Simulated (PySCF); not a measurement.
Species: sulfuryl chloride, Cl2O2S.
SMILES with atom numbers: `[O:1]=[S:2](=[O:3])([Cl:4])[Cl:5]`

The same species was optimised twice, with GFN2-xTB and with PBE0-D3(BJ)/def2-SVP (PySCF), and the same property calculations (PySCF, gas phase) were run on both structures.

```tsv
coordinate	GFN2-xTB	PBE0-D3(BJ)/def2-SVP	change
O1=S2 (Å)	1.418	1.436	+0.018
S2=O3 (Å)	1.418	1.436	+0.018
S2–Cl5 (Å)	2.038	2.054	+0.016
S2–Cl4 (Å)	2.039	2.053	+0.014
O1–S2–O3 (°)	120.7	123.5	+2.8
Cl4–S2–Cl5 (°)	101.1	99.4	-1.7
O3–S2–Cl5 (°)	108.3	107.8	-0.5
O3–S2–Cl4 (°)	108.3	107.8	-0.5
O1–S2–Cl4 (°)	108.3	107.9	-0.4
O1–S2–Cl5 (°)	108.3	107.9	-0.4
```

Rotational constants: A = 3440, B = 2276, C = 1860 MHz (GFN2-xTB) against A = 3334, B = 2270, C = 1859 MHz (PBE0-D3(BJ)/def2-SVP). Point groups within 0.08 Å: C2v and C2v.

On the GFN2-xTB structure: HOMO (eV) -9.98 [PBE0/pcSseg-1]; LUMO (eV) -3.48 [PBE0/pcSseg-1]; dipole (D) 1.65 [PBE0/pcSseg-1]; GIAO shielding of O1/O3 (mean) (ppm) -71.6 [PBE0/pcSseg-1]; GIAO shielding of S2 (ppm) 176.6 [PBE0/pcSseg-1]; GIAO shielding of Cl4/Cl5 (mean) (ppm) 87.5 [PBE0/pcSseg-1].

Problem. What do these properties become on the PBE0-D3(BJ)/def2-SVP structure?

Solution. 
```json
{"property": "HOMO (eV)", "level": "PBE0/pcSseg-1", "on GFN2-xTB": "-9.98", "on PBE0-D3(BJ)/def2-SVP": "-10.03", "change": "-0.05"}
{"property": "LUMO (eV)", "level": "PBE0/pcSseg-1", "on GFN2-xTB": "-3.48", "on PBE0-D3(BJ)/def2-SVP": "-3.58", "change": "-0.10"}
{"property": "dipole (D)", "level": "PBE0/pcSseg-1", "on GFN2-xTB": "1.65", "on PBE0-D3(BJ)/def2-SVP": "1.49", "change": "-0.16"}
{"property": "energy, GFN2-xTB geometry as zero (kcal/mol)", "level": "PBE0/pcSseg-1", "on GFN2-xTB": "0.0", "on PBE0-D3(BJ)/def2-SVP": "-1.3", "change": "-1.3"}
{"property": "GIAO shielding of O1/O3 (mean) (ppm)", "level": "PBE0/pcSseg-1", "on GFN2-xTB": "-71.6", "on PBE0-D3(BJ)/def2-SVP": "-94.5", "change": "-22.9"}
{"property": "GIAO shielding of S2 (ppm)", "level": "PBE0/pcSseg-1", "on GFN2-xTB": "176.6", "on PBE0-D3(BJ)/def2-SVP": "157.3", "change": "-19.3"}
{"property": "GIAO shielding of Cl4/Cl5 (mean) (ppm)", "level": "PBE0/pcSseg-1", "on GFN2-xTB": "87.5", "on PBE0-D3(BJ)/def2-SVP": "41.5", "change": "-46.0"}
```

The heavy atoms differ by 0.025 Å rms after alignment. Among all bonds O1=S2 and S2=O3 change most and about equally (+0.018 Å). Changes are differences of the printed values. Neither structure is proved a minimum here.
